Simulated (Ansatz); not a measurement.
A nudged elastic band was laid between two geometries of C₃H₆FNO (12 atoms, charge 0, multiplicity 1).

All numbers below come from Ansatz 0.2.0, RKS PBE-D4/6-31G.

```json
{
  "movable images": "7",
  "climbing image": "yes",
  "spring": "5.0 eV/Å²",
  "optimiser": "quadratic models (default)",
  "start path": "IDPP",
  "force threshold": "0.03 eV/Å",
  "iteration limit": "60",
  "end points": "relaxed"
}
```

Image 0:

```xyz
12
Properties=species:S:1:pos:R:3
C -0.013 -1.640 1.060
C 0.369 -0.574 0.052
O -0.641 0.520 0.196
C -0.460 1.587 -0.621
N 0.472 1.736 -1.476
F -1.489 2.509 -0.354
H 0.701 -2.479 1.001
H -1.024 -2.029 0.859
H 0.008 -1.237 2.086
H 1.365 -0.137 0.232
H 0.334 -0.927 -0.992
H 0.454 2.614 -2.010
```

Image 8:

```xyz
12
Properties=species:S:1:pos:R:3
C -0.167 -1.696 0.952
C 0.129 -0.660 -0.114
O -0.265 0.662 0.465
C -0.066 1.732 -0.343
N 0.415 1.710 -1.522
F -0.488 2.878 0.354
H 0.412 -1.496 1.867
H 0.105 -2.699 0.579
H -1.238 -1.700 1.210
H 1.197 -0.602 -0.385
H -0.451 -0.806 -1.040
H 0.495 2.622 -1.990
```

(1) Which bonds break or form, and what moves?

(2) Give the energies along the band, and the barrier.

(3) What is the geometry of the highest image?

(4) What are the harmonic wavenumbers there?

The band took 5 iterations and about 2.2 core-minutes.

Results:

(1) No bond is made or broken. The dihedral H9–C1–C2–O3 goes from -60 to 60°. The two ends are copies of one structure, up to a mirror image or an exchange of like atoms.

(2) The forces met the threshold. The highest image is number 4 of 0 to 8, 0.122 eV above the ends, which have the same energy within 2 meV. A vibrational analysis at the climbing image gives one clearly imaginary mode, 232i cm⁻¹: a first-order saddle point. Limits of this set-up: no polarisation functions.

| image | path coordinate (Å) | energy (eV) | dihedral H9–C1–C2–O3 (°) |
| --- | --- | --- | --- |
| 0 | 0.00 | 0.000 | -60 |
| 1 | 0.41 | 0.016 | -47 |
| 2 | 0.82 | 0.058 | -32 |
| 3 | 1.23 | 0.103 | -16 |
| 4 | 1.64 | 0.122 | 0 |
| 5 | 2.05 | 0.103 | 16 |
| 6 | 2.46 | 0.058 | 32 |
| 7 | 2.87 | 0.016 | 47 |
| 8 | 3.28 | 0.000 | 60 |

(3) 
```xyz
12
Properties=species:S:1:pos:R:3
C -0.130 -1.702 0.974
C 0.207 -0.647 -0.080
O -0.385 0.645 0.401
C -0.179 1.711 -0.409
N 0.455 1.712 -1.514
F -0.794 2.827 0.188
H 0.779 -2.142 1.415
H -0.741 -2.517 0.555
H -0.706 -1.231 1.788
H 1.287 -0.478 -0.216
H -0.227 -0.852 -1.073
H 0.512 2.619 -1.995
```

(4) 232i, 62, 140, 194, 372, 482, 567, 653, 771, 828, 858, 930, 995, 1053, 1083, 1155, 1227, 1244, 1365, 1423, 1491, 1497, 1510, 1734, 3008, 3021, 3069, 3097, 3098, 3456 cm⁻¹.

Run time: 2.2 min on 1 thread of Arm Neoverse V1, on a shared host, peak memory 0.25 GiB.
